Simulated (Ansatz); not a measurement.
Reaction (SMILES): C(=O)=S + 4 [H][H] (H2) → C (CH4) + O (H2O) + S (H2S)
B3LYP-D3(BJ)/def2-TZVP geometries, fixed; electronic energies without zero-point terms.

Basis-set convergence of the energy of full hydrogenation at PBE with Ansatz (an electronic-structure program). Cartesian d functions, on some or all atoms, in 6-311G**; all else is spherical. The program fits the integrals of some runs and decomposes those of others, by size. No added dispersion term, no relativity. Functions are those of the species that has most. Reference: the value in pcseg-4, -58.64 kcal/mol, itself unsure by roughly 0.25 kcal/mol (its mean distance from aug-pcseg-3, aug-cc-pV(Q+d)Z, cc-pV(5+d)Z). Deviations are taken from unrounded values.

| basis | functions | energy of full hydrogenation (kcal/mol) | minus reference (kcal/mol) |
|---|---|---|---|
| def2-SV(P) | 46 | -33.09 | 25.55 |
| pcseg-1 | 46 | -54.25 | 4.38 |
| 6-311G** | 63 | -53.56 | 5.07 |
| aug-pcseg-1 | 73 | -60.79 | -2.16 |
| aug-cc-pV(D+d)Z | 78 | -65.66 | -7.02 |
| def2-TZVPP | 104 | -56.57 | 2.07 |
| def2-TZVPD | 123 | -56.76 | 1.88 |
| aug-pcseg-2 | 142 | -59.26 | -0.62 |
| pcseg-3 | 192 | -58.60 | 0.03 |

The smallest set listed that lies within 1 kcal/mol of the reference with all its larger relatives (same family, alike in diffuse functions; a set with none counts only in the reference's own line) is aug-pcseg-2 (142 functions, -0.62 kcal/mol off). (Relatives not listed, tested too: aug-pcseg-3 -0.07, pcseg-4 0.00 kcal/mol.)
